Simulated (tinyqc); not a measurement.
Inside a calculation (part 1 of 2). Method: UHF in the sto-3g basis, for CH, spin multiplicity 4. Computed by tinyqc, a small Python program that keeps every step (integrals from PySCF). Settings: charge = 0, multiplicity = 4, basis = sto-3g, energy threshold = 1e-08, iteration cap = 60, orthogonalisation = canonical, start = Wolfsberg-Helmholz matrix, DIIS depth = 8, damping = 0.7, method = UHF. Command: `OMP_NUM_THREADS=1 python tinyqc.py 26817 26818 out.jsonl` (the two numbers bound the seeds that draw the settings). One thread of a shared host (Intel(R) Xeon(R) Processor @ 2.60GHz), about 0.2 s of CPU time with the checks. Later iterations appear only in the table of the cycle.

## One-electron integrals

Geometry (angstrom):
```
atom,x,y,z
C,0.000000,0.000000,0.000000
H,0.000000,0.000000,1.114000
```

Basis sto-3g: exponents (1/bohr^2) and contraction coefficients of normalised primitives:
```
element,l (shell),exponent,coefficient
C,s (1),71.616837,0.154329
C,s (1),13.045096,0.535328
C,s (1),3.530512,0.444635
C,s (2),2.941249,-0.099967
C,s (2),0.683483,0.399513
C,s (2),0.222290,0.700115
C,p (3),2.941249,0.155916
C,p (3),0.683483,0.607684
C,p (3),0.222290,0.391957
H,s (1),3.425251,0.154329
H,s (1),0.623914,0.535328
H,s (1),0.168855,0.444635
```

Overlap, kinetic and nuclear-attraction integrals over the contracted functions; the nuclear repulsion is the sum of Za Zb / Rab.

nuclear repulsion = 2.85014656 hartree

overlap S, lower triangle:
```
,1C 1s,1C 2s,1C 2px,1C 2py,1C 2pz,2H 1s
1C 1s,1.000000
1C 2s,0.248362,1.000000
1C 2px,0.000000,0.000000,1.000000
1C 2py,0.000000,0.000000,0.000000,1.000000
1C 2pz,0.000000,0.000000,0.000000,0.000000,1.000000
2H 1s,0.058883,0.477031,0.000000,0.000000,0.458912,1.000000
```

kinetic energy T (hartree), lower triangle:
```
,1C 1s,1C 2s,1C 2px,1C 2py,1C 2pz,2H 1s
1C 1s,15.891122
1C 2s,-0.085890,0.472250
1C 2px,0.000000,0.000000,1.477728
1C 2py,0.000000,0.000000,0.000000,1.477728
1C 2pz,0.000000,0.000000,0.000000,0.000000,1.477728
2H 1s,-0.011252,0.099199,0.000000,0.000000,0.246612,0.760032
```

nuclear attraction V (hartree), lower triangle:
```
,1C 1s,1C 2s,1C 2px,1C 2py,1C 2pz,2H 1s
1C 1s,-34.127766
1C 2s,-4.310207,-5.652800
1C 2px,0.000000,0.000000,-5.570452
1C 2py,0.000000,0.000000,0.000000,-5.570452
1C 2pz,-0.016214,-0.167587,0.000000,0.000000,-5.692496
2H 1s,-1.042289,-2.312262,0.000000,0.000000,-2.097760,-4.020853
```

core Hamiltonian H = T + V (hartree), lower triangle:
```
,1C 1s,1C 2s,1C 2px,1C 2py,1C 2pz,2H 1s
1C 1s,-18.236644
1C 2s,-4.396097,-5.180550
1C 2px,0.000000,0.000000,-4.092724
1C 2py,0.000000,0.000000,0.000000,-4.092724
1C 2pz,-0.016214,-0.167587,0.000000,0.000000,-4.214768
2H 1s,-1.053541,-2.213062,0.000000,0.000000,-1.851148,-3.260821
```

## Two-electron integrals

Functions are numbered as in S; the eight-fold symmetry (ij|kl) = (ji|kl) = (kl|ij) leaves the list below.

Two-electron integrals (ij|kl) in chemists' order, unique and non-zero (hartree):
```
i,j,k,l,(ij|kl)
1,1,1,1,3.541948
2,1,1,1,0.576921
2,1,2,1,0.111888
2,2,1,1,0.854682
2,2,2,1,0.205284
2,2,2,2,0.624709
3,1,3,1,0.020296
3,2,3,1,0.030858
3,2,3,2,0.137996
3,3,1,1,0.852436
3,3,2,1,0.205335
3,3,2,2,0.624568
3,3,3,3,0.672833
4,1,4,1,0.020296
4,2,4,1,0.030858
4,2,4,2,0.137996
4,3,4,3,0.036269
4,4,1,1,0.852436
4,4,2,1,0.205335
4,4,2,2,0.624568
4,4,3,3,0.600295
4,4,4,4,0.672833
5,1,5,1,0.020296
5,2,5,1,0.030858
5,2,5,2,0.137996
5,3,5,3,0.036269
5,4,5,4,0.036269
5,5,1,1,0.852436
5,5,2,1,0.205335
5,5,2,2,0.624568
5,5,3,3,0.600295
5,5,4,4,0.600295
5,5,5,5,0.672833
6,1,1,1,0.137802
6,1,2,1,0.026556
6,1,2,2,0.048602
6,1,3,3,0.048435
6,1,4,4,0.048435
6,1,5,1,0.001632
6,1,5,2,0.003028
6,1,5,5,0.048953
6,1,6,1,0.006446
6,2,1,1,0.320345
6,2,2,1,0.077920
6,2,2,2,0.259688
6,2,3,3,0.253560
6,2,4,4,0.253560
6,2,5,1,0.007421
6,2,5,2,0.050422
6,2,5,5,0.271704
6,2,6,1,0.019279
6,2,6,2,0.139757
6,3,3,1,0.008051
6,3,3,2,0.042054
6,3,5,3,0.009954
6,3,6,3,0.017512
6,4,4,1,0.008051
6,4,4,2,0.042054
6,4,5,4,0.009954
6,4,6,4,0.017512
6,5,1,1,0.268992
6,5,2,1,0.066293
6,5,2,2,0.234278
6,5,3,3,0.222431
6,5,4,4,0.222431
6,5,5,1,0.013572
6,5,5,2,0.084418
6,5,5,5,0.257724
6,5,6,1,0.017201
6,5,6,2,0.149855
6,5,6,5,0.175291
6,6,1,1,0.465054
6,6,2,1,0.115065
6,6,2,2,0.434885
6,6,3,3,0.411688
6,6,4,4,0.411688
6,6,5,1,0.014113
6,6,5,2,0.127497
6,6,5,5,0.480778
6,6,6,1,0.028923
6,6,6,2,0.292391
6,6,6,5,0.346792
6,6,6,6,0.774606
```

## Orthogonalisation

S = U s U^T; canonical form X = U s^(-1/2), so that X^T S X = 1. Each column of U has its largest component positive (the first on a tie).

eigenvalues of S: 0.326213  0.818306  1.000000  1.000000  1.150525  1.704956

X:
```
,1,2,3,4,5,6
1C 1s,0.241783,0.787783,0.000000,0.000000,0.598358,0.189401
1C 2s,-0.941312,-0.526630,0.000000,0.000000,0.406122,0.415428
1C 2px,0.000000,0.000000,0.211036,0.977478,0.000000,0.000000
1C 2py,0.000000,0.000000,0.977478,-0.211036,0.000000,0.000000
1C 2pz,-0.819820,0.529316,0.000000,0.000000,-0.559082,0.335455
2H 1s,1.203680,-0.209568,0.000000,0.000000,-0.183380,0.515308
```

Within a degenerate level the vectors are fixed only up to a rotation; this is one choice.

## Starting guess

The start is the generalised Wolfsberg-Helmholz matrix (K = 1.75) built on H; D(s) = C_occ C_occ^T for each spin.

D(alpha) at the start, lower triangle:
```
,1C 1s,1C 2s,1C 2px,1C 2py,1C 2pz,2H 1s
1C 1s,1.043432
1C 2s,-0.165921,0.689021
1C 2px,0.000000,0.000000,1.000000
1C 2py,0.000000,0.000000,0.000000,1.000000
1C 2pz,0.081515,-0.295967,0.000000,0.000000,0.771754
2H 1s,-0.102716,0.252172,0.000000,0.000000,0.158146,0.204569
```

D(beta) at the start, lower triangle:
```
,1C 1s,1C 2s,1C 2px,1C 2py,1C 2pz,2H 1s
1C 1s,1.003579
1C 2s,-0.030118,0.226254
1C 2px,0.000000,0.000000,0.000000
1C 2py,0.000000,0.000000,0.000000,0.000000
1C 2pz,-0.068552,0.215406,0.000000,0.000000,0.206669
2H 1s,-0.090672,0.211128,0.000000,0.000000,0.203501,0.200929
```

## Iteration 1: building the Fock matrix

J_ij = sum D_kl (ij|kl) with D = D(alpha) + D(beta), K_ij = sum D_kl (ik|jl) for each spin; F = H + J - K(s); E = tr D H + tr D J / 2 - 0.5 sum_s tr D(s) K(s) + E_nn.

Coulomb J (hartree), lower triangle:
```
,1C 1s,1C 2s,1C 2px,1C 2py,1C 2pz,2H 1s
1C 1s,10.972064
1C 2s,2.093099,4.668690
1C 2px,0.000000,0.000000,4.640598
1C 2py,0.000000,0.000000,0.000000,4.640598
1C 2pz,0.017339,0.136874,0.000000,0.000000,4.709188
2H 1s,0.500016,1.976910,0.000000,0.000000,1.822456,3.403177
```

exchange K(alpha) (hartree), lower triangle:
```
,1C 1s,1C 2s,1C 2px,1C 2py,1C 2pz,2H 1s
1C 1s,3.624604
1C 2s,0.670448,1.021057
1C 2px,0.000000,0.000000,0.869399
1C 2py,0.000000,0.000000,0.000000,0.869399
1C 2pz,0.004326,-0.055244,0.000000,0.000000,0.854981
2H 1s,0.163053,0.491078,0.000000,0.000000,0.394636,0.590703
```

exchange K(beta) (hartree), lower triangle:
```
,1C 1s,1C 2s,1C 2px,1C 2py,1C 2pz,2H 1s
1C 1s,3.537567
1C 2s,0.603957,0.413912
1C 2px,0.000000,0.000000,0.081095
1C 2py,0.000000,0.000000,0.000000,0.081095
1C 2pz,-0.002672,0.304075,0.000000,0.000000,0.362086
2H 1s,0.143405,0.379949,0.000000,0.000000,0.397328,0.550362
```

F(alpha) (hartree), lower triangle:
```
,1C 1s,1C 2s,1C 2px,1C 2py,1C 2pz,2H 1s
1C 1s,-10.889184
1C 2s,-2.973446,-1.532918
1C 2px,0.000000,0.000000,-0.321524
1C 2py,0.000000,0.000000,0.000000,-0.321524
1C 2pz,-0.003201,0.024531,0.000000,0.000000,-0.360561
2H 1s,-0.716578,-0.727230,0.000000,0.000000,-0.423329,-0.448346
```

F(beta) (hartree), lower triangle:
```
,1C 1s,1C 2s,1C 2px,1C 2py,1C 2pz,2H 1s
1C 1s,-10.802147
1C 2s,-2.906955,-0.925773
1C 2px,0.000000,0.000000,0.466779
1C 2py,0.000000,0.000000,0.000000,0.466779
1C 2pz,0.003797,-0.334788,0.000000,0.000000,0.132334
2H 1s,-0.696929,-0.616101,0.000000,0.000000,-0.426021,-0.408005
```

total energy of this density = -37.71509987 hartree

This density is the starting one.

## Iteration 1: diagonalisation and new density

Diagonalise F' = X^T F X, C = X C', fill 5 alpha and 2 beta electrons from the bottom; D(s) = C_occ C_occ^T; the new density keeps 0.7 of the old one (damping). Each column has its largest component positive (the first on a tie).

F' = X^T F X (alpha) (hartree), lower triangle:
```
,1,2,3,4,5,6
1,0.572194
2,-0.648939,-4.682859
3,0.000000,0.000000,-0.321524
4,0.000000,0.000000,0.000000,-0.321524
5,-0.410238,-4.540498,0.000000,0.000000,-5.554651
6,-0.118185,-2.069107,0.000000,0.000000,-2.498054,-1.873884
```

orbital energies (alpha) (hartree): MO1 -10.897250, MO2 -0.824933, MO3 -0.481582, MO4 -0.321524, MO5 -0.321524, MO6 0.664565

coefficients C (alpha):
```
,MO1,MO2,MO3,MO4,MO5,MO6
1C 1s,0.992085,-0.253692,0.080107,0.000000,0.000000,0.134007
1C 2s,0.032285,0.849657,-0.389707,0.000000,0.000000,-0.791260
1C 2px,0.000000,0.000000,0.000000,0.970563,0.240846,0.000000
1C 2py,0.000000,0.000000,0.000000,-0.240846,0.970563,0.000000
1C 2pz,0.003875,-0.017640,0.751656,0.000000,0.000000,-0.901149
2H 1s,-0.008399,0.300816,0.401085,0.000000,0.000000,1.241171
```

F' = X^T F X (beta) (hartree), lower triangle:
```
,1,2,3,4,5,6
1,0.682283
2,-0.626013,-4.150962
3,0.000000,0.000000,0.466779
4,0.000000,0.000000,0.000000,0.466779
5,-0.429308,-4.961301,0.000000,0.000000,-5.098540
6,-0.223368,-2.136824,0.000000,0.000000,-2.404092,-1.738114
```

orbital energies (beta) (hartree): MO1 -10.807470, MO2 -0.593680, MO3 0.292547, MO4 0.466779, MO5 0.466779, MO6 0.803271

coefficients C (beta):
```
,MO1,MO2,MO3,MO4,MO5,MO6
1C 1s,0.993784,-0.161377,-0.224187,0.000000,0.000000,0.095175
1C 2s,0.025659,0.468407,0.939532,0.000000,0.000000,-0.630983
1C 2px,0.000000,0.000000,0.000000,0.990643,-0.136481,0.000000
1C 2py,0.000000,0.000000,0.000000,0.136481,0.990643,0.000000
1C 2pz,0.003276,0.330630,-0.431994,0.000000,0.000000,-1.039921
2H 1s,-0.006841,0.537931,-0.439400,0.000000,0.000000,1.144311
```

D(alpha) after iteration 1, lower triangle:
```
,1C 1s,1C 2s,1C 2px,1C 2py,1C 2pz,2H 1s
1C 1s,1.046905
1C 2s,-0.180567,0.744764
1C 2px,0.000000,0.000000,1.000000
1C 2py,0.000000,0.000000,0.000000,1.000000
1C 2pz,0.077620,-0.299514,0.000000,0.000000,0.709822
2H 1s,-0.087657,0.206224,0.000000,0.000000,0.199544,0.218628
```

D(beta) after iteration 1, lower triangle:
```
,1C 1s,1C 2s,1C 2px,1C 2py,1C 2pz,2H 1s
1C 1s,1.006600
1C 2s,-0.036110,0.224397
1C 2px,0.000000,0.000000,0.000000
1C 2py,0.000000,0.000000,0.000000,0.000000
1C 2pz,-0.063016,0.197270,0.000000,0.000000,0.177466
2H 1s,-0.091553,0.223328,0.000000,0.000000,0.195801,0.227475
```

Within a degenerate level the vectors are fixed only up to a rotation; this is one choice.

## Iteration 2: building the Fock matrix

As before.

Coulomb J (hartree), lower triangle:
```
,1C 1s,1C 2s,1C 2px,1C 2py,1C 2pz,2H 1s
1C 1s,10.958921
1C 2s,2.089210,4.659809
1C 2px,0.000000,0.000000,4.632573
1C 2py,0.000000,0.000000,0.000000,4.632573
1C 2pz,0.017101,0.138540,0.000000,0.000000,4.698526
2H 1s,0.499062,1.975930,0.000000,0.000000,1.823255,3.411494
```

exchange K(alpha) (hartree), lower triangle:
```
,1C 1s,1C 2s,1C 2px,1C 2py,1C 2pz,2H 1s
1C 1s,3.626923
1C 2s,0.667942,1.026332
1C 2px,0.000000,0.000000,0.871460
1C 2py,0.000000,0.000000,0.000000,0.871460
1C 2pz,0.003810,-0.053990,0.000000,0.000000,0.836624
2H 1s,0.163269,0.488497,0.000000,0.000000,0.399594,0.599502
```

exchange K(beta) (hartree), lower triangle:
```
,1C 1s,1C 2s,1C 2px,1C 2py,1C 2pz,2H 1s
1C 1s,3.541104
1C 2s,0.600295,0.415733
1C 2px,0.000000,0.000000,0.080795
1C 2py,0.000000,0.000000,0.000000,0.080795
1C 2pz,-0.001542,0.296197,0.000000,0.000000,0.344593
2H 1s,0.143113,0.384063,0.000000,0.000000,0.391049,0.561833
```

F(alpha) (hartree), lower triangle:
```
,1C 1s,1C 2s,1C 2px,1C 2py,1C 2pz,2H 1s
1C 1s,-10.904646
1C 2s,-2.974829,-1.547074
1C 2px,0.000000,0.000000,-0.331610
1C 2py,0.000000,0.000000,0.000000,-0.331610
1C 2pz,-0.002923,0.024943,0.000000,0.000000,-0.352866
2H 1s,-0.717748,-0.725630,0.000000,0.000000,-0.427488,-0.448829
```

F(beta) (hartree), lower triangle:
```
,1C 1s,1C 2s,1C 2px,1C 2py,1C 2pz,2H 1s
1C 1s,-10.818828
1C 2s,-2.907182,-0.936475
1C 2px,0.000000,0.000000,0.459055
1C 2py,0.000000,0.000000,0.000000,0.459055
1C 2pz,0.002429,-0.325244,0.000000,0.000000,0.139165
2H 1s,-0.697592,-0.621195,0.000000,0.000000,-0.418942,-0.411159
```

total energy of this density = -37.73239176 hartree

This density is a damped mixture and is not idempotent.

## Iteration 2: DIIS over 2 matrices

error matrix X^T (FDS - SDF) X (alpha):
```
,1,2,3,4,5,6
1,0.000000,-0.163912,0.000000,0.000000,0.051859,-0.021372
2,0.163912,0.000000,0.000000,0.000000,-0.013903,0.014072
3,0.000000,0.000000,0.000000,0.000000,0.000000,0.000000
4,0.000000,0.000000,0.000000,0.000000,0.000000,0.000000
5,-0.051859,0.013903,0.000000,0.000000,0.000000,-0.002559
6,0.021372,-0.014072,0.000000,0.000000,0.002559,0.000000
```

B (overlaps of the stored error matrices):
```
,1,2
1,2.1456134e-01,1.6323099e-01
2,1.6323099e-01,1.2447237e-01
```

Minimise |sum c_i e_i|^2 with sum c_i = 1: solve [B -1; -1 0][c; lambda] = [0; -1] with B_ij = tr e_i^T e_j summed over both spins, and take F = sum c_i F_i.

DIIS coefficients: -3.082998  4.082998

extrapolated F(alpha) (hartree), lower triangle:
```
,1C 1s,1C 2s,1C 2px,1C 2py,1C 2pz,2H 1s
1C 1s,-10.952316
1C 2s,-2.979093,-1.590716
1C 2px,0.000000,0.000000,-0.362705
1C 2py,0.000000,0.000000,0.000000,-0.362705
1C 2pz,-0.002066,0.026214,0.000000,0.000000,-0.329141
2H 1s,-0.721357,-0.720695,0.000000,0.000000,-0.440309,-0.450316
```

extrapolated F(beta) (hartree), lower triangle:
```
,1C 1s,1C 2s,1C 2px,1C 2py,1C 2pz,2H 1s
1C 1s,-10.870254
1C 2s,-2.907883,-0.969469
1C 2px,0.000000,0.000000,0.435240
1C 2py,0.000000,0.000000,0.000000,0.435240
1C 2pz,-0.001789,-0.295820,0.000000,0.000000,0.160227
2H 1s,-0.699634,-0.636900,0.000000,0.000000,-0.397117,-0.420882
```

## Iteration 2: diagonalisation and new density

As before.

F' = X^T F X (alpha) (hartree), lower triangle:
```
,1,2,3,4,5,6
1,0.556196
2,-0.719426,-4.717871
3,0.000000,0.000000,-0.362705
4,0.000000,0.000000,0.000000,-0.362705
5,-0.370231,-4.565556,0.000000,0.000000,-5.584707
6,-0.110357,-2.068419,0.000000,0.000000,-2.517060,-1.887392
```

orbital energies (alpha) (hartree): MO1 -10.959737, MO2 -0.866850, MO3 -0.488044, MO4 -0.362705, MO5 -0.362705, MO6 0.680857

coefficients C (alpha):
```
,MO1,MO2,MO3,MO4,MO5,MO6
1C 1s,0.992421,-0.261055,0.072272,0.000000,0.000000,0.121218
1C 2s,0.030842,0.895079,-0.379773,0.000000,0.000000,-0.744700
1C 2px,0.000000,0.000000,0.000000,-0.018590,0.999827,0.000000
1C 2py,0.000000,0.000000,0.000000,0.999827,0.018590,0.000000
1C 2pz,0.003362,-0.025880,0.707558,0.000000,0.000000,-0.935983
2H 1s,-0.007518,0.237345,0.472999,0.000000,0.000000,1.229561
```

F' = X^T F X (beta) (hartree), lower triangle:
```
,1,2,3,4,5,6
1,0.690968
2,-0.638359,-4.233822
3,0.000000,0.000000,0.435240
4,0.000000,0.000000,0.000000,0.435240
5,-0.426061,-4.971200,0.000000,0.000000,-5.126638
6,-0.251952,-2.119329,0.000000,0.000000,-2.441385,-1.737814
```

orbital energies (beta) (hartree): MO1 -10.874828, MO2 -0.595316, MO3 0.249908, MO4 0.435240, MO5 0.435240, MO6 0.812931

coefficients C (beta):
```
,MO1,MO2,MO3,MO4,MO5,MO6
1C 1s,0.994264,-0.167058,-0.214099,0.000000,0.000000,0.103246
1C 2s,0.023705,0.488735,0.908558,0.000000,0.000000,-0.660319
1C 2px,0.000000,0.000000,0.000000,-0.017415,0.999848,0.000000
1C 2py,0.000000,0.000000,0.000000,0.999848,0.017415,0.000000
1C 2pz,0.003359,0.281553,-0.462314,0.000000,0.000000,-1.041328
2H 1s,-0.006156,0.552351,-0.443386,0.000000,0.000000,1.135877
```

D(alpha) after iteration 2, lower triangle:
```
,1C 1s,1C 2s,1C 2px,1C 2py,1C 2pz,2H 1s
1C 1s,1.050316
1C 2s,-0.195548,0.805238
1C 2px,0.000000,0.000000,1.000000
1C 2py,0.000000,0.000000,0.000000,1.000000
1C 2pz,0.072703,-0.297191,0.000000,0.000000,0.647271
2H 1s,-0.071931,0.154131,0.000000,0.000000,0.238232,0.237074
```

D(beta) after iteration 2, lower triangle:
```
,1C 1s,1C 2s,1C 2px,1C 2py,1C 2pz,2H 1s
1C 1s,1.009561
1C 2s,-0.042700,0.228905
1C 2px,0.000000,0.000000,0.000000
1C 2py,0.000000,0.000000,0.000000,0.000000
1C 2pz,-0.057220,0.179395,0.000000,0.000000,0.148012
2H 1s,-0.093605,0.237272,0.000000,0.000000,0.183709,0.250772
```

Within a degenerate level the vectors are fixed only up to a rotation; this is one choice.

## Iteration 45 (converged): orbitals

converged F(alpha) (hartree), lower triangle:
```
,1C 1s,1C 2s,1C 2px,1C 2py,1C 2pz,2H 1s
1C 1s,-10.949645
1C 2s,-2.977732,-1.590490
1C 2px,0.000000,0.000000,-0.360830
1C 2py,0.000000,0.000000,0.000000,-0.360830
1C 2pz,-0.002464,0.017363,0.000000,0.000000,-0.312428
2H 1s,-0.720945,-0.720042,0.000000,0.000000,-0.446285,-0.467451
```

converged F(beta) (hartree), lower triangle:
```
,1C 1s,1C 2s,1C 2px,1C 2py,1C 2pz,2H 1s
1C 1s,-10.869012
1C 2s,-2.907112,-0.997938
1C 2px,0.000000,0.000000,0.431354
1C 2py,0.000000,0.000000,0.000000,0.431354
1C 2pz,-0.001048,-0.285762,0.000000,0.000000,0.178118
2H 1s,-0.698350,-0.643188,0.000000,0.000000,-0.374061,-0.400298
```

Diagonalise F' = X^T F X, C = X C', fill 5 alpha and 2 beta electrons from the bottom; D(s) = C_occ C_occ^T. Each column has its largest component positive (the first on a tie).

F' = X^T F X (alpha) (hartree), lower triangle:
```
,1,2,3,4,5,6
1,0.539388
2,-0.726872,-4.707413
3,0.000000,0.000000,-0.360830
4,0.000000,0.000000,0.000000,-0.360830
5,-0.356751,-4.574627,0.000000,0.000000,-5.575532
6,-0.119547,-2.064764,0.000000,0.000000,-2.514691,-1.893936
```

orbital energies (alpha) (hartree): MO1 -10.957035, MO2 -0.867572, MO3 -0.483287, MO4 -0.360830, MO5 -0.360830, MO6 0.670400

coefficients C (alpha):
```
,MO1,MO2,MO3,MO4,MO5,MO6
1C 1s,0.992435,-0.259677,0.080300,0.000000,0.000000,0.118991
1C 2s,0.030804,0.888572,-0.413868,0.000000,0.000000,-0.734253
1C 2px,0.000000,0.000000,0.000000,-0.022899,0.999738,0.000000
1C 2py,0.000000,0.000000,0.000000,0.999738,0.022899,0.000000
1C 2pz,0.003437,-0.007758,0.689399,0.000000,0.000000,-0.949757
2H 1s,-0.007568,0.244288,0.491791,0.000000,0.000000,1.220796
```

F' = X^T F X (beta) (hartree), lower triangle:
```
,1,2,3,4,5,6
1,0.692034
2,-0.644366,-4.247587
3,0.000000,0.000000,0.431354
4,0.000000,0.000000,0.000000,0.431354
5,-0.425560,-4.963948,0.000000,0.000000,-5.123909
6,-0.239704,-2.103689,0.000000,0.000000,-2.460539,-1.726655
```

orbital energies (beta) (hartree): MO1 -10.873587, MO2 -0.589395, MO3 0.241610, MO4 0.431354, MO5 0.431354, MO6 0.815256

coefficients C (beta):
```
,MO1,MO2,MO3,MO4,MO5,MO6
1C 1s,0.994253,-0.174941,-0.207720,0.000000,0.000000,0.103321
1C 2s,0.023771,0.523066,0.888746,0.000000,0.000000,-0.660978
1C 2px,0.000000,0.000000,0.000000,0.999308,0.037196,0.000000
1C 2py,0.000000,0.000000,0.000000,-0.037196,0.999308,0.000000
1C 2pz,0.003326,0.266498,-0.474333,0.000000,0.000000,-1.039884
2H 1s,-0.006265,0.533426,-0.461163,0.000000,0.000000,1.137841
```

D(alpha) after iteration 45, lower triangle:
```
,1C 1s,1C 2s,1C 2px,1C 2py,1C 2pz,2H 1s
1C 1s,1.058808
1C 2s,-0.233405,0.961796
1C 2px,0.000000,0.000000,1.000000
1C 2py,0.000000,0.000000,0.000000,1.000000
1C 2pz,0.060785,-0.292108,0.000000,0.000000,0.475344
2H 1s,-0.031456,0.013298,0.000000,0.000000,0.337119,0.301592
```

D(beta) after iteration 45, lower triangle:
```
,1C 1s,1C 2s,1C 2px,1C 2py,1C 2pz,2H 1s
1C 1s,1.019144
1C 2s,-0.067872,0.274163
1C 2px,0.000000,0.000000,0.000000
1C 2py,0.000000,0.000000,0.000000,0.000000
1C 2pz,-0.043315,0.139475,0.000000,0.000000,0.071032
2H 1s,-0.099547,0.278868,0.000000,0.000000,0.142136,0.284583
```

Within a degenerate level the vectors are fixed only up to a rotation; this is one choice.

## Convergence

Stop when the energy changes by less than 1e-08 hartree and every element of the error matrix X^T (F D S - S D F) X (for each spin) is below 3e-05.

Course of the cycle:
```
iteration,E (hartree),change,largest element of the error matrix
1,-37.71509987,-,2.11e-01
2,-37.73239176,-1.73e-02,1.64e-01
3,-37.74600479,-1.36e-02,1.17e-01
4,-37.75700075,-1.10e-02,8.24e-02
5,-37.76584156,-8.84e-03,5.77e-02
6,-37.77262477,-6.78e-03,4.05e-02
7,-37.77775969,-5.13e-03,2.84e-02
8,-37.78151701,-3.76e-03,1.99e-02
9,-37.78423776,-2.72e-03,1.39e-02
10,-37.78618820,-1.95e-03,9.72e-03
11,-37.78757601,-1.39e-03,6.81e-03
12,-37.78855850,-9.82e-04,4.76e-03
13,-37.78925165,-6.93e-04,3.33e-03
14,-37.78973950,-4.88e-04,2.33e-03
...,...,...,...
32,-37.79088442,-8.04e-07,3.80e-06
33,-37.79088498,-5.63e-07,2.66e-06
34,-37.79088538,-3.94e-07,1.86e-06
35,-37.79088565,-2.76e-07,1.30e-06
36,-37.79088585,-1.93e-07,9.13e-07
37,-37.79088598,-1.35e-07,6.39e-07
38,-37.79088608,-9.46e-08,4.47e-07
39,-37.79088614,-6.63e-08,3.13e-07
40,-37.79088619,-4.64e-08,2.19e-07
41,-37.79088622,-3.25e-08,1.53e-07
42,-37.79088624,-2.27e-08,1.07e-07
43,-37.79088626,-1.59e-08,7.52e-08
44,-37.79088627,-1.11e-08,5.26e-08
45,-37.79088628,-7.79e-09,3.68e-08
```

PySCF UHF in the same basis, after a stability check = -37.79088630 hartree

Converged in 45 iterations.
